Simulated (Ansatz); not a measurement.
The same path of CH4NS (7 atoms, charge -1, multiplicity 1) was run twice with different band settings. The coordinate that changes most is the height of N1 over the plane of its neighbours.

Computed with Ansatz, RKS r2SCAN-D4/def2-SVPD.

Relaxed end points:

```xyz
7
Properties=species:S:1:pos:R:3
N -0.595 0.563 -0.573
C 0.456 0.037 0.321
S 0.352 -1.752 0.698
H -0.566 -0.034 -1.404
H -1.480 0.286 -0.141
H 0.408 0.628 1.252
H 1.425 0.272 -0.154
```

```xyz
7
Properties=species:S:1:pos:R:3
N -0.595 0.562 -0.573
C 0.456 0.036 0.321
S 0.352 -1.751 0.699
H -1.480 0.288 -0.141
H -0.568 -0.035 -1.403
H 0.408 0.629 1.252
H 1.426 0.271 -0.154
```

Common settings: movable images 5; climbing image yes; spring 5.0 eV/Å²; optimiser quadratic models (default); start path through a guess of the saddle point; iteration limit 60; end points relaxed.

| run | force threshold |
| --- | --- |
| 1 | 0.05 eV/Å |
| 2 | 0.5 eV/Å |

What does each run give, and how far can it be trusted?

Run 1: converged after 26 iterations, highest image 0.407 eV above the first end. A vibrational analysis at the climbing image gives one clearly imaginary mode, 706i cm⁻¹: a first-order saddle point. Another band between the same ends, with other settings, climbed to 0.23 eV only, so this may not be the lowest route.
Run 2: converged after 16 iterations, highest image 0.233 eV above the first end. The threshold of 0.5 eV/Å is loose, so the images may lie well off the minimum-energy path. The order of the stationary point at the top wasn't checked.
Limits of this set-up: the dipole of an ion depends on the origin.
